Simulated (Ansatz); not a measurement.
GaH2, doublet: the ladder up to full CI

Geometry: a PBE0/def2-TZVP stationary point for this spin, not checked as a minimum.

```xyz
3

Ga    0.0000   -0.0222    0.0000
H     0.0000    0.7688   -1.3831
H     0.0000    0.7688    1.3831
```

Basis aug-cc-pVDZ; Ansatz 0.2.0. Only valence electrons are correlated (noble-gas cores and the filled d shells of p-block atoms frozen), which leaves 5 electrons in 40 orbitals. Prefix R: restricted or restricted open-shell reference; prefix U: unrestricted. Active spaces: pair = (3e, 3o) about the gap; valence = (5e, 6o) chosen from the atoms' valence shells. No spin–orbit coupling is included, and no scalar relativity.

Full CI is exact within this basis and frozen core; it isn't the basis-set limit. The frozen core follows each run's orbitals, which can shift R against U totals by a few meV for light atoms and by up to 0.1 eV past Ca.

For open shells CISD is restricted-active-space CI with the open shells as a complete middle space.

```
UHF ⟨S²⟩                          : 0.756
T1 diagnostic (RCCSD)             : 0.0200
largest doubles amplitude (RCCSD) : 0.027
```

```json
{"level": "RHF", "E − E(full CI) (kcal/mol)": "50.50", "share of correlation (%)": "0.00", "wall time": "–"}
{"level": "RMP2", "E − E(full CI) (kcal/mol)": "13.49", "share of correlation (%)": "73.29", "wall time": "–"}
{"level": "CISD", "E − E(full CI) (kcal/mol)": "2.22", "share of correlation (%)": "95.61", "wall time": "0.75 s"}
{"level": "RCCSD", "E − E(full CI) (kcal/mol)": "1.10", "share of correlation (%)": "97.83", "wall time": "–"}
{"level": "RCCSD(T)", "E − E(full CI) (kcal/mol)": "0.30", "share of correlation (%)": "99.41", "wall time": "1.3 s"}
{"level": "BCCD(T)", "E − E(full CI) (kcal/mol)": "0.29", "share of correlation (%)": "99.42", "wall time": "1.6 s"}
{"level": "RCCSDT", "E − E(full CI) (kcal/mol)": "0.00", "share of correlation (%)": "100.01", "wall time": "–"}
{"level": "RCCSDT(Q)", "E − E(full CI) (kcal/mol)": "-0.02", "share of correlation (%)": "100.03", "wall time": "11 s"}
{"level": "CASSCF (pair space)", "E − E(full CI) (kcal/mol)": "41.40", "share of correlation (%)": "18.01", "wall time": "–"}
{"level": "NEVPT2 (pair space)", "E − E(full CI) (kcal/mol)": "13.05", "share of correlation (%)": "74.16", "wall time": "1.8 s"}
{"level": "MRCISD (pair space)", "E − E(full CI) (kcal/mol)": "1.48", "share of correlation (%)": "97.08", "wall time": "–"}
{"level": "MRCISD+Q (pair space)", "E − E(full CI) (kcal/mol)": "-0.49", "share of correlation (%)": "100.97", "wall time": "1.8 s"}
{"level": "CASSCF (valence space)", "E − E(full CI) (kcal/mol)": "29.25", "share of correlation (%)": "42.08", "wall time": "–"}
{"level": "NEVPT2 (valence space)", "E − E(full CI) (kcal/mol)": "9.68", "share of correlation (%)": "80.83", "wall time": "1.3 s"}
{"level": "MRCISD (valence space)", "E − E(full CI) (kcal/mol)": "0.63", "share of correlation (%)": "98.75", "wall time": "–"}
{"level": "MRCISD+Q (valence space)", "E − E(full CI) (kcal/mol)": "-0.29", "share of correlation (%)": "100.58", "wall time": "1.6 s"}
```

The correlation energy at full CI, counted from RHF, is -2.190 eV. That run took 14 s on 1 thread of AMD EPYC 9R45, shared host over 1,948,494 determinants.

Run but not shown, since their state or frozen core can't be matched to the reference's or they repeat it: UHF, UMP2, UCCSD, UCCSD(T), UCCSDT, UCCSDT(Q).

Times hold each run's SCF and search for its determinant on a shared host, so for small cases they say little of a method's own cost; they ran on 1 thread of AMD EPYC 9R45.

Not variational, and here over 5 meV under the exact energy: MRCISD+Q (pair space), MRCISD+Q (valence space).

The full-CI state has the irrep A1 of C2v, in the program's axes.

Natural occupations of full CI about the gap: 1.952 1.942 0.990 0.028 0.021 0.018 0.008 0.008 0.007 0.006; effectively unpaired electrons, Σ n²(2−n)², 1.03.
